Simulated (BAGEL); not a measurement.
**Si2H6O (disiloxane): a chain of runs**

We compute a single-point energy (HF/cc-pVDZ), then the energy (NEVPT2(2,2)/cc-pVDZ), then a single-point energy (CASPT2(2,2)/cc-pVDZ) of Si2H6O (disiloxane). 

The calculation is run with BAGEL 1.2.2.

2 further runs of the same task are left out: 2 set aside as unsound or not needed.

**1. Starting point**

Si2H6O has 9 atoms, charge 0, and is taken as a singlet. SMILES: `[SiH3]O[SiH3]`. The coordinates come from a PBE0-D4/def2-TZVP relaxation.

Bond lengths: Si1–O2 1.634 Å, O2–Si3 1.634 Å, Si1–H4 1.487 Å, Si1–H5 1.483 Å, Si1–H6 1.487 Å, Si3–H7 1.483 Å, Si3–H8 1.486 Å, Si3–H9 1.487 Å. Some angles: Si1–O2–Si3 147.2°, O2–Si1–H4 110.2°, O2–Si1–H5 108.3°, O2–Si1–H6 110.2°, O2–Si3–H7 108.3°, O2–Si3–H8 110.2°, O2–Si3–H9 110.2°, H4–Si1–H5 109.6°, H4–Si1–H6 109.0°, H5–Si1–H6 109.6°.

**2. The energy at HF/cc-pVDZ (density fitting with svp-jkfit) (run 1)**

The input, input.json:

```json
{ "bagel" : [

{
  "title" : "molecule",
  "basis" : "cc-pvdz.json",
  "df_basis" : "svp-jkfit",
  "angstrom" : false,
  "geometry" : [
    { "atom" : "Si", "xyz" : [ -1.34226113,  1.98923343, -1.73764475 ] },
    { "atom" : "O", "xyz" : [  0.80416539,  0.17194051, -0.46370478 ] },
    { "atom" : "Si", "xyz" : [  1.46560733, -1.96307206,  1.66626223 ] },
    { "atom" : "H", "xyz" : [ -3.37745081,  0.42817415, -2.88307956 ] },
    { "atom" : "H", "xyz" : [ -0.11460055,  3.53835532, -3.72317998 ] },
    { "atom" : "H", "xyz" : [ -2.46831113,  3.67127866,  0.21037943 ] },
    { "atom" : "H", "xyz" : [  4.20325357, -2.53815352,  1.51179602 ] },
    { "atom" : "H", "xyz" : [ -0.01760091, -4.30026644,  1.18821821 ] },
    { "atom" : "H", "xyz" : [  0.84713777, -0.99753540,  4.23092294 ] }
  ]
},
{ "title" : "hf" },
{ "title" : "print", "file" : "orbitals.molden", "orbitals" : true }

]}
```

The basis set cc-pVDZ is read from a file made from the Basis Set Exchange's data (not shown).

The run is started by

```console
$ BAGEL_NUM_THREADS=1 BAGEL input.json > input.out
```

The log of the run:

```text
* using 1 threads per process

  ===============================================================
  ===============================================================

  *** Geometry ***

  { "atom" : "Si", "xyz" : [     -1.342261,      1.989233,     -1.737645 ] },
  { "atom" : "O", "xyz" : [      0.804165,      0.171941,     -0.463705 ] },
  { "atom" : "Si", "xyz" : [      1.465607,     -1.963072,      1.666262 ] },
  { "atom" : "H", "xyz" : [     -3.377451,      0.428174,     -2.883080 ] },
  { "atom" : "H", "xyz" : [     -0.114601,      3.538355,     -3.723180 ] },
  { "atom" : "H", "xyz" : [     -2.468311,      3.671279,      0.210379 ] },
  { "atom" : "H", "xyz" : [      4.203254,     -2.538154,      1.511796 ] },
  { "atom" : "H", "xyz" : [     -0.017601,     -4.300266,      1.188218 ] },
  { "atom" : "H", "xyz" : [      0.847138,     -0.997535,      4.230923 ] },

  Number of auxiliary basis functions:      441

  Since a DF basis is specified, we compute 2- and 3-index integrals:
    o Being stored without compression. Storage requirement is 0.023 GB

  Number of basis functions:       80
  Number of electrons      :       42

    * METHOD: MOLECULE                             0.20

  *** RHF ***

  === Nuclear Repulsion ===
   159.4190524441

      * DIIS with orbital gradients will be used.

  === RHF iteration (cc-pvdz.json) ===
      0       -656.08746570          0.01514673           0.06
      1       -656.19674905          0.01209387           0.06
      2       -656.28380461          0.00131072           0.06
      3       -656.28523140          0.00014886           0.06
      4       -656.28524729          0.00003125           0.06
      5       -656.28524796          0.00000414           0.06
      6       -656.28524798          0.00000082           0.06
      7       -656.28524798          0.00000015           0.06
      8       -656.28524798          0.00000004           0.06
      9       -656.28524798          0.00000002           0.07
     10       -656.28524798          0.00000000           0.06
    * SCF iteration converged.

    * Permanent dipole moment:
           (    0.149155,     0.031568,    -0.086347) a.u.

    * METHOD: HF                                   0.82

    * METHOD: PRINT                                0.01

  ===============================================================
```

Run time: 1.3 s. Hardware: 1 thread of Arm Neoverse V2, shared host; peak memory 0.15 GiB.

**3. The energy at NEVPT2(2,2)/cc-pVDZ (density fitting with svp-jkfit) (run 2)**

The input, nevpt2.json:

```json
{ "bagel": [

{
  "title": "molecule",
  "basis": "cc-pvdz.json",
  "df_basis": "svp-jkfit",
  "geometry": [
    { "atom": "Si", "xyz": [    -1.34226113,     1.98923343,    -1.73764475 ] },
    { "atom": "O", "xyz": [     0.80416539,     0.17194051,    -0.46370478 ] },
    { "atom": "Si", "xyz": [     1.46560733,    -1.96307206,     1.66626223 ] },
    { "atom": "H", "xyz": [    -3.37745081,     0.42817415,    -2.88307956 ] },
    { "atom": "H", "xyz": [    -0.11460055,     3.53835532,    -3.72317998 ] },
    { "atom": "H", "xyz": [    -2.46831113,     3.67127866,     0.21037943 ] },
    { "atom": "H", "xyz": [     4.20325357,    -2.53815352,     1.51179602 ] },
    { "atom": "H", "xyz": [    -0.01760091,    -4.30026644,     1.18821821 ] },
    { "atom": "H", "xyz": [     0.84713777,    -0.99753540,     4.23092294 ] }
  ]
},

{
  "title": "hf"
},

{
  "title": "casscf",
  "nstate": 1,
  "nact": 2,
  "nclosed": 20,
  "nspin": 0,
  "active": [14, 26],
  "maxiter": 200,
  "natocc": true
},

{
  "title": "nevpt2",
  "nstate": 1,
  "nact": 2,
  "nclosed": 20,
  "nspin": 0,
  "active": [14, 26],
  "maxiter": 200,
  "natocc": true,
  "ncore": 11
},

{
  "title": "print",
  "file": "orbitals.molden",
  "orbitals": true
}

]}
```

The basis set cc-pVDZ is read from a file made from the Basis Set Exchange's data (not shown).

The run is started by

```console
$ BAGEL_NUM_THREADS=1 BAGEL nevpt2.json > nevpt2.out
```

The log of the run:

```text
* using 1 threads per process

  ===============================================================
  ===============================================================

  *** Geometry ***

  { "atom" : "Si", "xyz" : [     -1.342261,      1.989233,     -1.737645 ] },
  { "atom" : "O", "xyz" : [      0.804165,      0.171941,     -0.463705 ] },
  { "atom" : "Si", "xyz" : [      1.465607,     -1.963072,      1.666262 ] },
[... 5 lines of this table left out ...]
  { "atom" : "H", "xyz" : [      0.847138,     -0.997535,      4.230923 ] },

  Number of auxiliary basis functions:      441

  Since a DF basis is specified, we compute 2- and 3-index integrals:
    o Being stored without compression. Storage requirement is 0.023 GB

  Number of basis functions:       80
  Number of electrons      :       42

    * METHOD: MOLECULE                             0.19

  *** RHF ***

  === Nuclear Repulsion ===
   159.4190524441

      * DIIS with orbital gradients will be used.

  === RHF iteration (cc-pvdz.json) ===
      0       -656.08746570          0.01514673           0.06
      1       -656.19674905          0.01209387           0.06
      2       -656.28380461          0.00131072           0.06
[... 7 lines of this table left out ...]
     10       -656.28524798          0.00000000           0.06
    * SCF iteration converged.

    * Permanent dipole moment:
           (    0.149155,     0.031568,    -0.086347) a.u.

    * METHOD: HF                                   0.82

  ---------------------------
      CASSCF calculation
  ---------------------------

    ==== Active orbitals : =====
         Orbital 14
         Orbital 26
    ============================

    * nstate   :      1
    * nclosed  :     20
    * nact     :      2
    * nvirt    :     58
  === CASSCF iteration (cc-pvdz.json) ===

    * Using the second-order algorithm

      0  0      -656.28530260     1.10e-05      0.02

      1  0      -656.28541241     1.82e-05      0.23
[... 19 lines of this table left out ...]
     11  0      -656.28813901     2.44e-09      0.31

    * Second-order optimization converged. *

     guess   0:   closed 1.                   open ..

  === FCI iteration ===

      0  0      -656.28524071     3.51e-02      0.00
      1  0      -656.28813879     2.22e-04      0.00
      2  0 *    -656.28813901     3.68e-16      0.00

     * ci vector, state   0, <S^2> = 0.0000
       2.     0.9991467487

    * METHOD: CASSCF                               3.89

    * freezing 11 orbitals

  === DF-NEVPT2 calculation ===

    * 3-index integral transformation done
    * assembly done

      NEVPT2 correlation energy:   -0.3844791039      0.11

          (+0)     -0.3258187821
          (+0)'    -0.0134542108
          (+1)     -0.0081374485
          (+1)'    -0.0000000000
          (+2)     -0.0014282753
          (-1)     -0.0285122831
          (-1)'     0.0000000000
          (-2)     -0.0071281040

      NEVPT2 total energy:       -656.6726181138

    * METHOD: NEVPT2                               0.24

    * METHOD: PRINT                                0.01

  ===============================================================
```

Wall time 5.7 s (1 thread of Arm Neoverse V2, shared host); peak memory 0.15 GiB.

**4. The energy at CASPT2(2,2)/cc-pVDZ (density fitting with svp-jkfit) (run 3)**

The input, input.json:

```json
{ "bagel": [

{
  "title": "molecule",
  "basis": "cc-pvdz.json",
  "df_basis": "svp-jkfit",
  "geometry": [
    { "atom": "Si", "xyz": [    -1.34226113,     1.98923343,    -1.73764475 ] },
    { "atom": "O", "xyz": [     0.80416539,     0.17194051,    -0.46370478 ] },
    { "atom": "Si", "xyz": [     1.46560733,    -1.96307206,     1.66626223 ] },
    { "atom": "H", "xyz": [    -3.37745081,     0.42817415,    -2.88307956 ] },
    { "atom": "H", "xyz": [    -0.11460055,     3.53835532,    -3.72317998 ] },
    { "atom": "H", "xyz": [    -2.46831113,     3.67127866,     0.21037943 ] },
    { "atom": "H", "xyz": [     4.20325357,    -2.53815352,     1.51179602 ] },
    { "atom": "H", "xyz": [    -0.01760091,    -4.30026644,     1.18821821 ] },
    { "atom": "H", "xyz": [     0.84713777,    -0.99753540,     4.23092294 ] }
  ]
},

{
  "title": "hf"
},

{
  "title": "casscf",
  "nstate": 1,
  "nact": 2,
  "nclosed": 20,
  "active": [14, 26],
  "maxiter": 200,
  "natocc": "true"
},

{
  "title": "print",
  "file": "orbitals.molden",
  "orbitals": "true"
},

{
  "title": "smith",
  "method": "caspt2",
  "ms": "true",
  "xms": "true",
  "sssr": "true",
  "shift": 0.2,
  "shift_imag": "true",
  "ncore": 11
}

]}
```

The basis set cc-pVDZ is read from a file made from the Basis Set Exchange's data (not shown).

The run is started by

```console
$ BAGEL_NUM_THREADS=1 BAGEL input.json > input.out
```

The log of the run:

```text
* using 1 threads per process

  ===============================================================
  ===============================================================

  *** Geometry ***

  { "atom" : "Si", "xyz" : [     -1.342261,      1.989233,     -1.737645 ] },
  { "atom" : "O", "xyz" : [      0.804165,      0.171941,     -0.463705 ] },
  { "atom" : "Si", "xyz" : [      1.465607,     -1.963072,      1.666262 ] },
[... 5 lines of this table left out ...]
  { "atom" : "H", "xyz" : [      0.847138,     -0.997535,      4.230923 ] },

  Number of auxiliary basis functions:      441

  Since a DF basis is specified, we compute 2- and 3-index integrals:
    o Being stored without compression. Storage requirement is 0.023 GB

  Number of basis functions:       80
  Number of electrons      :       42

    * METHOD: MOLECULE                             0.19

  *** RHF ***

  === Nuclear Repulsion ===
   159.4190524441

      * DIIS with orbital gradients will be used.

[... 6 lines left out ...]
    * SCF iteration converged.
[... 1 line left out ...]
    * Permanent dipole moment:
[... 27 lines left out ...]
    * Second-order optimization converged. *
[... 9 lines left out ...]
     * ci vector, state   0, <S^2> = 0.0000
[... 15 lines left out ...]
    * Zeroth order energy : state  0       -1.0402865159
[... 3 lines left out ...]
      -------------------------------------------  CASPT2 iteration  ---------------------------------------------------
       #      aibj      arbs      arbi      airj      risj      airs      arst      rist         Etot      error   time
      ------------------------------------------------------------------------------------------------------------------

       0  -0.32520  -0.00797  -0.02820  -0.00877  -0.00154  -0.01134  -0.00000  -0.00000   -0.3830191  0.0017909   0.05
       1  -0.32546  -0.00800  -0.02830  -0.00899  -0.00164  -0.01167  -0.00000  -0.00000   -0.3840644  0.0003164   0.04
       2  -0.32549  -0.00800  -0.02827  -0.00900  -0.00164  -0.01170  -0.00000  -0.00000   -0.3841093  0.0000648   0.05
       3  -0.32549  -0.00800  -0.02828  -0.00900  -0.00165  -0.01170  -0.00000  -0.00000   -0.3841107  0.0000133   0.05
       4  -0.32549  -0.00800  -0.02828  -0.00900  -0.00165  -0.01170  -0.00000  -0.00000   -0.3841108  0.0000027   0.05
       5  -0.32549  -0.00800  -0.02828  -0.00900  -0.00165  -0.01170  -0.00000  -0.00000   -0.3841108  0.0000005   0.05

      ------------------------------------------------------------------------------------------------------------------

    * CASPT2 energy : state  0     -656.6742825330
        w/o shift correction       -656.6722498136
        reference weight              0.8861202658

    * METHOD: SMITH                                0.46

  ===============================================================
```

Wall time 5.7 s (1 thread of Arm Neoverse V2, shared host); peak memory 0.15 GiB.

**5. What came out**

| quantity | value |
| --- | --- |
| run 1, HF/cc-pVDZ: total energy | -656.28525 Eh |
| run 1, HF/cc-pVDZ: dipole moment | 0.45 D |
| run 1, HF/cc-pVDZ: HOMO energy | -12.14 eV |
| run 1, HF/cc-pVDZ: LUMO energy | 3.60 eV |
| run 1, HF/cc-pVDZ: HOMO–LUMO gap | 15.75 eV |
| run 2, NEVPT2(2,2)/cc-pVDZ: total energy | -656.67262 Eh |
| run 3, CASPT2(2,2)/cc-pVDZ: total energy | -656.67428 Eh |
